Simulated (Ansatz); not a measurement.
## Loss of CH4: C4H10O2 → C3H6O2 + CH4

Species: C4H10O2 (1,2-dimethoxyethane) `COCCOC`, singlet; C3H6O2 (methoxyacetaldehyde) `COCC=O`, singlet; CH4 `C`, singlet. 

Shapes, held fixed at every level: PBE0-D4/def2-TZVP. Flexible molecules stand in one conformer, not always the lowest. Programs: Ansatz 0.2.0. The zero-point and thermal change to 298 K, harmonic and unscaled (PBE0-D4/def2-TZVP), is -15.4 kJ/mol.

Question: Estimate ΔH(298 K) of this reaction.

Answer: The highest level, CCSD(T)/CBS estimate, gives ΔH(298 K) = -13.0 kJ/mol; the levels span -23.0 to -3.5. The column of differences is taken from that level and isn't an error. No measured value is set beside it here. The CBS estimate extrapolates MP2 from def2-TZVPP and def2-QZVPP and adds CCSD(T) − MP2 in the triple-zeta set, cores frozen.

| level | kind | ΔH(298 K) (kJ/mol) | less CCSD(T)/CBS estimate |
| --- | --- | --- | --- |
| HF/def2-SVP | Hartree–Fock | -23.0 | -10.0 |
| PBE-D4/def2-TZVPP | GGA | -14.6 | -1.6 |
| PBE0-D4/def2-TZVPP | global hybrid | -3.5 | +9.5 |
| wB97M-V/def2-TZVPP | range-separated hybrid | -12.5 | +0.5 |
| wB97X-V/def2-TZVPP | range-separated hybrid | -6.8 | +6.2 |
| CCSD(T)/def2-SVP | coupled cluster or CI | -17.7 | -4.7 |
| CCSD/def2-TZVPP | coupled cluster or CI | -15.1 | -2.1 |
| CCSD(T)/CBS estimate | coupled cluster or CI | -13.0 | 0.0 |
